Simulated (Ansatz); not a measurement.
Reaction (hydrogen abstraction from the Si–H bond): `[SiH2]` + Cl• → `[SiH]`• + HCl

Gas-phase electronic energies from Ansatz, PBE0-D4/def2-TZVP geometries. CCSD(T)/CBS is frozen-core, at the limit of the def2 triple- and quadruple-zeta sets. Functionals use def2-TZVPP. HSE06 is defined as in plane-wave codes. No spin–orbit coupling; open shells (•) take unrestricted orbitals. Spin–orbit coupling would lower the free atoms: a little for Cl.

(1) Is it downhill or uphill in electronic energy at CCSD(T)/CBS, and by how much? (Best estimate.)

(2) What do these levels give: revPBE-D4, r2SCAN0-D4, HSE06-D4, ωB97X-V, r2SCAN0, SCS-MP2/def2-TZVPP, CCSD/def2-TZVPP, CCSD(T)/def2-QZVPP, CCSD/cc-pV(T+d)Z, MP2/cc-pV(Q+d)Z, MP2/CBS(cc), CCSD(T)/CBS(cc)? (Estimate.)

Largest T1 diagnostic among the species: 0.034.

Answers

(1) Computed: Downhill: ΔE = -27.3 kcal/mol.

(2) Ansatz gave: revPBE-D4 -28.5, r2SCAN0-D4 -28.1, HSE06-D4 -28.8, ωB97X-V -26.1, r2SCAN0 -28.2, SCS-MP2/def2-TZVPP -25.7, CCSD/def2-TZVPP -25.2, CCSD(T)/def2-QZVPP -26.8, CCSD/cc-pV(T+d)Z -25.1, MP2/cc-pV(Q+d)Z -29.3, MP2/CBS(cc) -29.6, CCSD(T)/CBS(cc) -27.3 kcal/mol.

At CCSD(T), def2-SVP lies +4.1 kcal/mol from the extrapolated value and def2-TZVPP +1.2 kcal/mol. Leaving LDA and LC-ωPBE aside and taking each functional with its dispersion term where it has one, the values, not all of them listed here, spread over 6.1 kcal/mol, from PBE-D4 to BHLYP-D4. LDA lies −4.2 kcal/mol from PBE without D4.
